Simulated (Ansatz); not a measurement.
in.yaml

```yaml
crystal:
  periodic: [false, false, false]
  atoms:
    - {symbol: Al, position_ang: [0.000000, 0.000000, 1.850423]}
    - {symbol: Na, position_ang: [0.000000, 0.000000, -2.457556]}
    - {symbol: H, position_ang: [0.000000, 1.944743, 3.259803]}
    - {symbol: H, position_ang: [0.000000, -1.944743, 3.259803]}
basis:
  gaussian: {orbitals: cc-pVDZ}
magnetization: {spin_polarized: true, initial_magnetization: 0}
hamiltonian: {xc: {name: B3LYP}}
```

```sh
$ ansatz run in.yaml --threads 1 --pin off --events-out ev --progress --plain --max-ram 2393MiB
```

The program prints:

```
433 factors; integrals over basis functions are off by at most 9.3e-4 eV
mean field evaluation 1: about -11038.9193 eV, gradient 1.3e1 eV
mean field evaluation 2: about -11009.2643 eV, gradient 3.0e1 eV
mean field evaluation 4: about -11040.2217 eV, gradient 8.5e0 eV
mean field evaluation 8: about -11042.2425 eV, gradient 3.3e-1 eV
mean field evaluation 16: about -11042.2456 eV, gradient 1.7e-5 eV
mean field evaluation 32: about -11041.5432 eV, gradient 1.2e0 eV
mean field -11042.27590268 eV, -405.7961547002 hartree, gradient 2.3e-5 eV, S^2 0.356835; 5 other end points of the search recorded, 0 dependent functions left out
reference -11042.27617720 eV, -405.7961647885 hartree; 13, 13 occupied and 33, 33 virtual orbitals, 433 factors
Total energy: -11042.27617720 eV, -405.7961647885 hartree
```

Ran on 1 thread of Arm Neoverse N1, shared host: 11 s wall, 0.11 GiB peak host memory.
